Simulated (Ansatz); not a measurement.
C₅H₈O (`C=CCC1CO1`), relaxed with RKS PBE-D4/def2-SVP in Ansatz 0.2.0 from a rough embedded geometry. The force threshold is 0.03 eV/Å; the program also tests the step.

Charge 0, multiplicity 1.

Start:

```xyz
14

C    -1.822    0.884   -0.984
C    -0.587    1.340   -0.778
C     0.552    0.607   -0.176
C     0.398   -0.810    0.154
C     1.133   -1.512    1.303
O    -0.236   -1.108    1.424
H    -2.138   -0.107   -0.603
H    -2.595    1.472   -1.466
H    -0.367    2.275   -1.154
H     0.877    1.179    0.690
H     1.430    0.701   -0.822
H     0.126   -1.459   -0.660
H     1.860   -0.890    1.815
H     1.371   -2.570    1.258
```

(1) By how much does the energy fall, and how many steps does the optimiser take? (Best estimate.)

(2) Which bonds change most? (An estimate is asked.)

(3) Give the relaxed structure. (Best estimate.)

Results:

(1) Ansatz gave: 33.89 kJ/mol, in 7 steps.

(2) The calculation gave: C2–H9 from 1.032 to 1.105 Å; C4–C5 from 1.533 to 1.474 Å; C3–C4 from 1.463 to 1.511 Å; C4–H12 from 1.076 to 1.110 Å.

(3) The calculation gave: 
```xyz
14

C    -1.809    0.829   -0.874
C    -0.560    1.324   -0.830
C     0.633    0.645   -0.205
C     0.430   -0.817    0.116
C     1.063   -1.470    1.276
O    -0.323   -1.129    1.297
H    -2.067   -0.145   -0.429
H    -2.627    1.396   -1.346
H    -0.362    2.317   -1.271
H     0.919    1.185    0.726
H     1.511    0.742   -0.884
H     0.178   -1.452   -0.759
H     1.717   -0.875    1.944
H     1.298   -2.551    1.238
```
